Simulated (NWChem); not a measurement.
Everything below was run with NWChem. System: CH (+1), charge 1, spin multiplicity 1, optimised in this run. The structure started from a generated list of species. Level: PBE0/def2-SVP.

Input file:

```
start mol
memory heap 200 mb stack 900 mb global 1100 mb
charge 1
geometry units angstroms
  C      0.000000     0.000000     0.171440
  H      0.000000     0.000000    -1.028643
  symmetry group C2v
end
basis spherical
  * library def2-svp
end
dft
  xc pbe0
  semidirect memsize 60000000 filesize 0
  iterations 100
end
driver
  maxiter 80
end
task dft optimize
task dft freq
```

Output (cleaned and shortened):

```
             Northwest Computational Chemistry Package (NWChem) 7.3.0
             --------------------------------------------------------

                                NWChem Input Module
                                -------------------

 Scaling coordinates for geometry "geometry" by  1.889725989
 (inverse scale =  0.529177249)

 Turning off AUTOSYM since
 SYMMETRY directive was detected!

          ------
          auto-z
          ------

                             Geometry "geometry" -> ""
                             -------------------------

 Output coordinates in angstroms (scale by  1.889725989 to convert to a.u.)

  No.       Tag          Charge          X              Y              Z
 ---- ---------------- ---------- -------------- -------------- --------------
    1 C                    6.0000     0.00000000     0.00000000     0.17144043
    2 H                    1.0000     0.00000000     0.00000000    -1.02864257

 Effective nuclear repulsion energy (a.u.)       2.6457032505

            Nuclear Dipole moment (a.u.)
            ----------------------------
        X                 Y               Z
 ---------------- ---------------- ----------------
     0.0000000000     0.0000000000     0.0000000000

      Symmetry information
      --------------------

 Group name             C2v
 Group number             16
 Group order               4
 No. of unique centers     2

      Symmetry unique atoms

     1    2


 Summary of "ao basis" -> "" (spherical)
 ------------------------------------------------------------------------------
       Tag                 Description            Shells   Functions and Types
 ---------------- ------------------------------  ------  ---------------------
 *                          def2-svp                  on all atoms

                           NWChem Geometry Optimization
                           ----------------------------

 maximum gradient threshold         (gmax) =   0.000450
 rms gradient threshold             (grms) =   0.000300
 maximum cartesian step threshold   (xmax) =   0.001800
 rms cartesian step threshold       (xrms) =   0.001200
 fixed trust radius                (trust) =   0.300000
 maximum step size to saddle      (sadstp) =   0.100000
 energy precision                  (eprec) =   5.0D-06
 maximum number of steps          (nptopt) =   80
 initial hessian option           (inhess) =    0
 line search option               (linopt) =    1
 hessian update option            (modupd) =    1
 saddle point option              (modsad) =    0
 initial eigen-mode to follow     (moddir) =    0
 initial variable to follow       (vardir) =    0
 follow first negative mode     (firstneg) =    T
 apply conjugacy                    (opcg) =    F
 source of zmatrix                         =   autoz

          -------------------
          Energy Minimization
          -------------------

 Names of Z-matrix variables
    1

 Variables with the same non-blank name are constrained to be equal

 Using diagonal initial Hessian
 Scaling for Hessian diagonals: bonds = 1.00  angles = 0.25  torsions = 0.10

          --------
          Step   0
          --------

                         Geometry "geometry" -> "geometry"
                         ---------------------------------

 Output coordinates in angstroms (scale by  1.889725989 to convert to a.u.)

  No.       Tag          Charge          X              Y              Z
 ---- ---------------- ---------- -------------- -------------- --------------
    1 C                    6.0000     0.00000000     0.00000000     0.17144043
    2 H                    1.0000     0.00000000     0.00000000    -1.02864257

 Effective nuclear repulsion energy (a.u.)       2.6457032505

            Nuclear Dipole moment (a.u.)
            ----------------------------
        X                 Y               Z
 ---------------- ---------------- ----------------
     0.0000000000     0.0000000000     0.0000000000

      Symmetry information
      --------------------

 Group name             C2v
 Group number             16
 Group order               4
 No. of unique centers     2

      Symmetry unique atoms

     1    2

                                 NWChem DFT Module
                                 -----------------

 Summary of "ao basis" -> "ao basis" (spherical)
 ------------------------------------------------------------------------------
       Tag                 Description            Shells   Functions and Types
 ---------------- ------------------------------  ------  ---------------------
 C                          def2-svp                 6       14   3s2p1d
 H                          def2-svp                 3        5   2s1p

 Summary of "ao basis" -> "ao basis" (spherical)
 ------------------------------------------------------------------------------
       Tag                 Description            Shells   Functions and Types
 ---------------- ------------------------------  ------  ---------------------
 C                          def2-svp                 6       14   3s2p1d
 H                          def2-svp                 3        5   2s1p

      Symmetry analysis of basis
      --------------------------

        a1         10
        a2          1
        b1          4
        b2          4

            General Information
            -------------------
          SCF calculation type: DFT
          Wavefunction type:  closed shell.
          No. of atoms     :     2
          No. of electrons :     6
           Alpha electrons :     3
            Beta electrons :     3
[...]
           0.000000000000           0.000000000000           0.000000000000

     Multipole analysis of the density
     ---------------------------------

     L   x y z        total         alpha         beta         nuclear
     -   - - -        -----         -----         ----         -------
     0   0 0 0      1.000000     -3.000000     -3.000000      7.000000

     1   1 0 0     -0.000000     -0.000000     -0.000000      0.000000
     1   0 1 0     -0.000000     -0.000000     -0.000000      0.000000
     1   0 0 1     -0.636480     -0.193415     -0.193415     -0.249651

     2   2 0 0     -2.898002     -1.449001     -1.449001      0.000000
     2   1 1 0     -0.000000     -0.000000     -0.000000      0.000000
     2   1 0 1     -0.000000     -0.000000     -0.000000      0.000000
     2   0 2 0     -2.898002     -1.449001     -1.449001      0.000000
     2   0 1 1     -0.000000     -0.000000     -0.000000      0.000000
     2   0 0 2     -3.333413     -3.685480     -3.685480      4.037547

 HESSIAN: the one electron contributions are done in       0.0s

 HESSIAN: 2-el 1st deriv. term done in                     0.0s

 HESSIAN: 2-el 2nd deriv. term done in                     0.1s

 HESSIAN: the two electron contributions are done in       0.8s

                                NWChem CPHF Module
                                ------------------

  scftype          =     RHF
  nclosed          =        3
  nopen            =        0
  variables        =       48
  # of vectors     =        6
  tolerance        = 0.10D-03
  level shift      = 0.00D+00
  max iterations   =       50
  max subspace     =       60

  int2e_file: Failed to allocate cache ... halving
 Grid integrated density:       6.000000058498
 Requested integration accuracy:   0.10E-13
 SCF residual:    7.1687175363439019E-007

Iterative solution of linear equations
  No. of variables       48
  No. of equations        6
  Maximum subspace       60
        Iterations       50
       Convergence  1.0D-04

   iter   nsub   residual    time
   ----  ------  --------  ---------
     1      6    3.91D-02       2.2
     2     12    3.72D-03       2.4
     3     18    2.14D-04       2.7
     4     24    7.70D-06       2.9

 HESSIAN: the CPHF contributions are done

 Derivative Dipole

 X vector of derivative dipole (au) [debye/angstrom]
 d_dipole_x/<atom=   1,x> =     0.5800     [    2.7860]
 d_dipole_x/<atom=   1,y> =    -0.0000     [   -0.0000]
 d_dipole_x/<atom=   1,z> =    -0.0000     [   -0.0000]
 d_dipole_x/<atom=   2,x> =     0.4200     [    2.0173]
 d_dipole_x/<atom=   2,y> =    -0.0000     [   -0.0000]
 d_dipole_x/<atom=   2,z> =    -0.0000     [   -0.0000]

 Y vector of derivative dipole (au) [debye/angstrom]
 d_dipole_y/<atom=   1,x> =    -0.0000     [   -0.0000]
 d_dipole_y/<atom=   1,y> =     0.5800     [    2.7860]
 d_dipole_y/<atom=   1,z> =    -0.0000     [   -0.0000]
 d_dipole_y/<atom=   2,x> =    -0.0000     [   -0.0000]
 d_dipole_y/<atom=   2,y> =     0.4200     [    2.0173]
 d_dipole_y/<atom=   2,z> =    -0.0000     [   -0.0000]

 Z vector of derivative dipole (au) [debye/angstrom]
 d_dipole_z/<atom=   1,x> =     0.0000     [    0.0000]
 d_dipole_z/<atom=   1,y> =    -0.0000     [   -0.0000]
 d_dipole_z/<atom=   1,z> =     0.8465     [    4.0661]
 d_dipole_z/<atom=   2,x> =    -0.0000     [   -0.0000]
 d_dipole_z/<atom=   2,y> =     0.0000     [    0.0000]
 d_dipole_z/<atom=   2,z> =     0.1535     [    0.7371]

 HESSIAN: the Hessian is done

  Vibrational analysis via the FX method

  See chapter 2 in "Molecular Vibrations" by Wilson, Decius and Cross

  Vib: Default input used

 ---------------------------- Atom information ----------------------------
     atom    #        X              Y              Z            mass
 --------------------------------------------------------------------------
    C        1  0.0000000D+00  0.0000000D+00  2.7404531D-01  1.2000000D+01
    H        2  0.0000000D+00  0.0000000D+00 -1.8939225D+00  1.0078250D+00
 --------------------------------------------------------------------------

          ----------------------------------------------------
          MASS-WEIGHTED NUCLEAR HESSIAN (Hartree/Bohr/Bohr/Kamu)
          ----------------------------------------------------

               1            2            3            4            5            6
   ----- ----- ----- ----- -----
    1   -6.35398D-04
    2   -5.91077D-07 -6.35400D-04
    3   -6.33992D-07 -6.22336D-07  2.41262D+01
    4   -7.35263D-04 -2.05012D-08  2.57455D-08 -4.10316D-04
    5    8.89343D-09 -7.35255D-04  3.14646D-08  6.12320D-08 -4.10342D-04
    6    3.31924D-08 -7.74658D-09 -8.32517D+01 -7.82052D-08  6.29122D-08  2.87270D+02


 ----------------------------------------------------------------------------
 Normal Eigenvalue ||         Derivative Dipole Moments (debye/angs)
  Mode   [cm**-1]  ||      [d/dqX]             [d/dqY]           [d/dqZ]
 ------ ---------- || ------------------ ------------------ -----------------
    1       -5.786 ||       1.352               1.362             0.001
    2       -5.785 ||      -1.362               1.352            -0.000
    3       -3.137 ||      -0.002              -0.002             1.332
    4        2.415 ||       0.688               0.727             0.001
    5        2.417 ||       0.727              -0.687            -0.000
    6     2868.542 ||      -0.000              -0.000             0.378
 ----------------------------------------------------------------------------

 ----------------------------------------------------------------------------
 Normal Eigenvalue ||                 Infra Red Intensities
  Mode   [cm**-1]  || [atomic units] [(debye/angs)**2] [(KM/mol)] [arbitrary]
 ------ ---------- || -------------- ----------------- ---------- -----------
    1       -5.786 ||    0.159614           3.682       155.599      19.577
    2       -5.785 ||    0.159686           3.684       155.670      19.586
    3       -3.137 ||    0.076876           1.774        74.943       9.429
    4        2.415 ||    0.043438           1.002        42.345       5.328
    5        2.417 ||    0.043366           1.000        42.275       5.319
    6     2868.542 ||    0.006209           0.143         6.053       0.762
 ----------------------------------------------------------------------------

        Vibrational analysis via the FX method
  --- with translations and rotations projected out ---
  --- via the Eckart algorithm                      ---
 Dependent rotation vector no.                    3
  found in ECKART; assuming linear geometry
 Projected Nuclear Hessian trans-rot subspace norm:6.9333D-33
                         (should be close to zero!)

          --------------------------------------------------------
          MASS-WEIGHTED PROJECTED HESSIAN (Hartree/Bohr/Bohr/Kamu)
          --------------------------------------------------------

               1            2            3            4            5            6
   ----- ----- ----- ----- -----
    1    0.00000D+00
    2   -6.89317D-23  0.00000D+00
    3   -1.37863D-22  1.37863D-22  2.41264D+01
    4    0.00000D+00 -3.71653D-24 -1.18232D-22  0.00000D+00
    5    1.85826D-24 -1.21783D-19  4.83148D-23  0.00000D+00  0.00000D+00
    6    5.38896D-22 -2.19275D-22 -8.32514D+01  3.97555D-22 -1.53892D-22  2.87269D+02

 center of mass
 --------------
 x =   0.00000000 y =   0.00000000 z =   0.10607471

 moments of inertia (a.u.)
 ------------------
           4.369858109940           0.000000000000           0.000000000000
           0.000000000000           4.369858109940           0.000000000000
           0.000000000000           0.000000000000           0.000000000000

 Rotational Constants
 --------------------
 A=   0.000000 cm-1  (  0.000000 K)
 B=  13.776231 cm-1  ( 19.820481 K)
 C=  13.776231 cm-1  ( 19.820481 K)

 Temperature                      =   298.15K
 frequency scaling parameter      =   1.0000

 Linear Molecule

 Zero-Point correction to Energy  =    4.099 kcal/mol  (  0.006532 au)
 Thermal correction to Energy     =    5.579 kcal/mol  (  0.008891 au)
 Thermal correction to Enthalpy   =    6.172 kcal/mol  (  0.009835 au)

 Total Entropy                    =   40.994 cal/mol-K
   - Translational                =   33.623 cal/mol-K (mol. weight =  13.0078)
   - Rotational                   =    7.371 cal/mol-K (symmetry #  =        1)
   - Vibrational                  =    0.000 cal/mol-K

 Cv (constant volume heat capacity) =    4.966 cal/mol-K
   - Translational                  =    2.979 cal/mol-K
   - Rotational                     =    1.986 cal/mol-K
   - Vibrational                    =    0.000 cal/mol-K


 ----------------------------------------------------------------------------
 Normal Eigenvalue ||    Projected Derivative Dipole Moments (debye/angs)
  Mode   [cm**-1]  ||      [d/dqX]             [d/dqY]           [d/dqZ]
 ------ ---------- || ------------------ ------------------ -----------------
    1       -0.000 ||      -0.000              -0.000             1.332
    2       -0.000 ||      -0.000               1.990             0.000
    3        0.000 ||       0.804              -0.000             0.000
    4        0.000 ||       2.009              -0.000            -0.000
    5        0.000 ||       0.000              -0.852            -0.000
    6     2868.538 ||      -0.000              -0.000             0.378
 ----------------------------------------------------------------------------

 ----------------------------------------------------------------------------
 Normal Eigenvalue ||           Projected Infra Red Intensities
  Mode   [cm**-1]  || [atomic units] [(debye/angs)**2] [(KM/mol)] [arbitrary]
 ------ ---------- || -------------- ----------------- ---------- -----------
    1       -0.000 ||    0.076876           1.774        74.943       9.429
    2       -0.000 ||    0.171575           3.958       167.259      21.044
    3        0.000 ||    0.028036           0.647        27.331       3.439
    4        0.000 ||    0.175015           4.038       170.614      21.466
    5        0.000 ||    0.031477           0.726        30.686       3.861
    6     2868.538 ||    0.006209           0.143         6.053       0.762
 ----------------------------------------------------------------------------

 Task  times  cpu:        2.1s     wall:        2.1s

 Total times  cpu:        3.0s     wall:        3.0s
```
